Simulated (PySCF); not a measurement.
Ligands exchanged one at a time, C H-NH2. All species are isolated molecules in the gas phase. One relaxed conformer stands for each flexible species; it need not be the lowest. Strings in code marks are SMILES.

The HOMO–LUMO gap from two functionals at the same geometries (r2SCAN-D4/def2-TZVP), both in PySCF: PBE-D3(BJ)/def2-TZVP and r2SCAN-D4/def2-TZVP. 

```json
[
 {"species": "0 of 4 H replaced by NH2 (`C`)", "r2SCAN-D4/def2-TZVP (eV)": "11.78"},
 {"species": "1 of 4 H replaced by NH2 (`CN`)", "r2SCAN-D4/def2-TZVP (eV)": "6.82"},
 {"species": "2 of 4 H replaced by NH2 (`NCN`)", "r2SCAN-D4/def2-TZVP (eV)": "6.23"}
]
```

Question: What does PBE-D3(BJ)/def2-TZVP give for each?

Answer: 
- 0 of 4 H replaced by NH2 (`C`): 10.36
- 1 of 4 H replaced by NH2 (`CN`): 5.64
- 2 of 4 H replaced by NH2 (`NCN`): 5.16
Over these rows, drawn at random from the members with no instability flagged (it was tested for open shells, ions and some series alone), PBE minus r2SCAN-D4: mean -1.22 eV, from -1.41 eV to -1.07 eV.
